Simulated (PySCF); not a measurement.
How good is the calculation?

Atoms are numbered as in `[O:1]=[C:2]=[O:3]`.

Measured values that the calculation should reproduce: δ ¹³C C2 124.8 ppm (measured; solution, C6D6, 298 K; Fulmer et al., Organometallics 2010, 29, 2176).
δ ¹³C C2 126.3 ppm (measured; solution, CD3OD, 298 K; Fulmer et al., Organometallics 2010, 29, 2176).

Level of theory: GIAO wB97X-D/pcSseg-2 shieldings, geometry: PBE0-D3(BJ)/def2-TZVP, in PySCF 2.14.0 with density-fitted response routines (one averaged value for each set of equivalent atoms, one computed conformer, gas phase, non-relativistic Hamiltonian).

**Question.** How close does the calculation come?

**Answer.** 
Reference values: measured (solution, C6D6, 298 K; Fulmer et al., Organometallics 2010, 29, 2176).
| atoms | quantity | reference | computed | computed, scaled |
| --- | --- | --- | --- | --- |
| C2 | δ ¹³C | 124.8 | 135.3 | 124.5 |

Reference values: measured (solution, CD3OD, 298 K; Fulmer et al., Organometallics 2010, 29, 2176).
```json
{"atoms": "C2", "quantity": "δ ¹³C", "reference": "126.3", "computed": "135.3", "computed, scaled": "124.5"}
```

Computed shifts are σ(ref) − σ with the named reference compound (TMS for H and C) calculated as an isolated molecule at the same level. The measured values may be among those fitted. Expected solution values come from regression of measured δ (H and C: mostly CDCl3, vs TMS) on computed σ: ¹³C: δ = 171.84 − 0.928σ (rms 2.0 ppm, 505 shifts, 2.1 ppm with the 3 outliers that the fit left out). A few per cent of atoms miss by over 2 rms, more outside the fitted compound classes.

**Question.** How far are the unscaled ¹³C shifts from the references?

**Answer.** Mean signed difference +9.75 ppm, mean absolute 9.75 ppm over 2 comparisons; the largest is +10.5 ppm at C2 (central carbon of a heterocumulene).

2 of the 18 published NMR values on file for this molecule are compared. The rest: values from further sources.
